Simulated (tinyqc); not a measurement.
Worked calculation: Pariser-Parr-Pople SCF with singles CI, for the molecule c1ccccc1 (SMILES; centres numbered as the heavy atoms are written). One step of it, computed by the program tinyqc.

Question. PPP integrals. Mataga-Nishimoto: gamma = 14.399645/(R + a), a = 2 x 14.399645/(gamma_rr + gamma_ss); H_rr = -W_r - sum_(s != r) z_s gamma_rs; H_rs = beta for bonds.

Centres (angstrom, eV; a flat drawing with bonds scaled to 1.40 angstrom):
```
centre          x          y  core charge z          W   gamma_rr
1C       1.400000   0.000000              1  11.160000  11.130000
2C       0.700000   1.212000              1  11.160000  11.130000
3C      -0.700000   1.212000              1  11.160000  11.130000
4C      -1.400000   0.000000              1  11.160000  11.130000
5C      -0.700000  -1.212000              1  11.160000  11.130000
6C       0.700000  -1.212000              1  11.160000  11.130000
```

Resonance integrals (eV):
```
i  j       beta
1  2  -2.350000
2  3  -2.350000
3  4  -2.350000
4  5  -2.350000
5  6  -2.350000
6  1  -2.350000
```

Give: repulsion gamma_rs; core matrix H.

Answer.

repulsion gamma_rs (eV), lower triangle:
```
         1C       2C       3C       4C       5C       6C
1C  11.1300
2C   5.3463  11.1300
3C   3.8725   5.3455  11.1300
4C   3.5175   3.8725   5.3463  11.1300
5C   3.8725   3.5181   3.8732   5.3463  11.1300
6C   5.3463   3.8732   3.5181   3.8725   5.3455  11.1300
```

core matrix H (eV), lower triangle:
```
          1C        2C        3C        4C        5C        6C
1C  -33.1151
2C   -2.3500  -33.1156
3C    0.0000   -2.3500  -33.1156
4C    0.0000    0.0000   -2.3500  -33.1151
5C    0.0000    0.0000    0.0000   -2.3500  -33.1156
6C   -2.3500    0.0000    0.0000    0.0000   -2.3500  -33.1156
```
